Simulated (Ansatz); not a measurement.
One geometry of Li3⁻, several levels of theory.

```yaml
crystal:
  periodic: [false, false, false]
  atoms:
    - {symbol: Li, position_ang: [-1.443735, -2.119613, -1.721020]}
    - {symbol: Li, position_ang: [-0.000355, 0.000278, -0.000048]}
    - {symbol: Li, position_ang: [1.444090, 2.119325, 1.721067]}
basis:
  gaussian: {orbitals: 6-31G}
total_charge: -1
hamiltonian: {xc: {name: B3LYP}}
scf: {omitted_lower_state_checks: [starts]}
output: {orbitals: {seedname: orbitals}}
```

The file start.molden holds the orbitals of an earlier run on this structure, at another level or in another basis.

```sh
$ ansatz run in.yaml --threads 4 --pin off --events-out ev --progress --plain --max-ram 3916MiB
```

Shortened log:

```
Functional definition: B3LYP
378 factors; integrals over basis functions are off by at most 6.3e-5 eV
mean field evaluation 1: about -613.6064 eV, gradient 1.3e0 eV
mean field evaluation 2: about -613.6041 eV, gradient 1.5e0 eV
mean field evaluation 4: about -613.6397 eV, gradient 1.9e-1 eV
mean field evaluation 8: about -613.6403 eV, gradient 3.2e-4 eV
mean field -613.64025792 eV, -22.5508635381 hartree, gradient 4.5e-5 eV, S^2 0.000000; 0 other end points of the search recorded, 0 dependent functions left out
reference -613.64045369 eV, -22.5508707325 hartree; 5, 5 occupied and 22, 22 virtual orbitals, 378 factors
Total energy: -613.64045369 eV, -22.5508707325 hartree
Checks for a lower state left out: starts
```

Hardware: 4 threads of Arm Neoverse V2 on a shared host. Wall time 0.2 s.

As the first input, with `gaussian: {orbitals: def2-TZVPD, initial_orbitals: start.molden}`, `hamiltonian: {xc: {name: BLYP}}` (abridged; 0.25 s):

```
Functional definition: BLYP
mean field -612.96258941 eV, -22.5259596797 hartree, gradient 9.1e-6 eV, S^2 0.000000
Total energy: -612.96284380 eV, -22.5259690285 hartree
Checks for a lower state left out: starts
```

Geometry: r2SCAN/def2-TZVPD.

B3LYP takes the VWN-RPA correlation. The restricted singlet is unstable towards broken spin symmetry at other levels; at B3LYP/6-31G, BLYP/def2-TZVPD this wasn't settled. At B3LYP/6-31G, BLYP/def2-TZVPD the highest occupied level of the charge -1 singlet lies above zero (up to 0.54 eV). The electron is either unbound and held by the finite basis, or the level is raised by self-interaction error. The geometry of the singlet was relaxed on an unsound state (restricted singlet, unstable towards broken spin symmetry). The structure comes from a short search, and lower isomers may exist.
